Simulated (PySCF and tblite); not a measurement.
Results of a calculation; reference values are marked as such.
C4H5NO, numbered as in [CH3:1][O:2]/[CH:3]=[CH:4]\[C:5]#[N:6].

Level: B3LYP-D3(BJ)/def2-SVP (IEF-PCM, dichloromethane)//GFN2-xTB, thermal terms from GFN2-xTB, symmetry numbers and mirror pairs counted. Conformers within 2.5 kcal/mol (GFN2-xTB free energy) were kept, 6 at most. GIAO shieldings: KT2/pcSseg-1 (IEF-PCM, dichloromethane). Shifts are against TMS (¹H), TMS (¹³C) at the same level. Run with PySCF (density fitting) and tblite.

Torsions listed: C1–O2–C3–C4.

| conformer | shape | symmetry | E(GFN2) kcal/mol | E(DFT) kcal/mol |
| --- | --- | --- | --- | --- |
| 1 | 180° | Cs | 2.82 | 0.00 |
| 2 | 0° | Cs | 0.00 | 0.84 |

Q: How much do the weights at 298.15 K and the averaged shift of H1 depend on how the conformers are weighted?

A: 
```tsv
weighting	1 (%)	2 (%)	δ (ppm)	rms dipole (D)
DFT energy with thermal terms, symmetry and mirror images (full scheme)	94	6	4.27	7.31
DFT energy with symmetry and mirror images	80	20	4.32	6.92
bare DFT energy	80	20	4.32	6.92
GFN2-xTB energy with symmetry and mirror images	1	99	4.61	4.07
GFN2-xTB free energy	3	97	4.60	4.19
leading conformer alone	100	0	4.25	7.46
equal weights	50	50	4.43	5.99
```

The largest departure from the full scheme, 0.34 ppm, comes with: GFN2-xTB energy with symmetry and mirror images.
